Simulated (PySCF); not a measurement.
Start geometry of `CC(=O)F` (acetyl fluoride) from GFN2-xTB (Å):
```
atom  x, y, z in Å
C1    -0.6541   -0.0909   -0.0149
C2     0.8291   -0.0248   -0.0112
O3     1.6374   -0.8718   -0.1393
F4     1.2432    1.2657    0.1789
H5    -1.0301    0.2944    0.9316
H6    -0.9828   -1.1146   -0.1634
H7    -1.0394    0.5470   -0.8088
```

What comes out of this run: PySCF 2.14.0, PBE0-D3(BJ)/def2-SVP geometry optimisation, gas phase?

```
atom  x, y, z in Å
C1    -0.6379   -0.1346    0.0718
C2     0.8318    0.0468   -0.1046
O3     1.6796   -0.7763   -0.1339
F4     1.1396    1.3497   -0.2265
H5    -0.9508    0.3425    1.0127
H6    -0.8842   -1.2015    0.0932
H7    -1.1770    0.3707   -0.7423
```

The energy falls by 1.8 kJ/mol over 10 energy and gradient evaluations, the largest force component goes from 0.0188 to 4.0e-04 Eh/bohr, and the atoms move by 0.042 Å rms after alignment. The bond that changes most is C2–F4 (acyl halide carbon to acyl fluorine), which shortens by 0.024 Å. Bonds longer at the end by more than 0.005 Å: 4 of 6; shorter: 1. Among the angles that change most is C1–C2–O3, from 130.8° to 128.7°. Rotational constants go from 11113, 9708, 5353 to 11128, 9763, 5375 MHz. The orientation of the end geometry is arbitrary; only internal coordinates are fixed.

The run used 71 basis functions and 69 SCF cycles in all. The run took 16 s on one thread, x86-64 server (shared host).

Stationary, but not proved a minimum.
